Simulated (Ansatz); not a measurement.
A calculation with Ansatz (development build ahead of 0.2.0).

```yaml
crystal:
  periodic: [false, false, false]
  atoms:
    - { symbol: C, position_ang: [0.0, 0.0, 0.0] }
    - { symbol: Mg, position_ang: [0.64293, 0.85724, 1.85597] }
basis:
  gaussian: { orbitals: STO-3G }
total_charge: 1
magnetization:
  initial_magnetization: 3
hamiltonian:
  xc: hf
correlation:
  method: fci
  frozen_orbitals: { C: 1, Mg: 1 }
```

The input is written out in the form of the current development build from the run's settings.

Results

- Converged: yes
- Total energy: -234.25359 hartree
- State: lowest quartet root, of any spatial symmetry
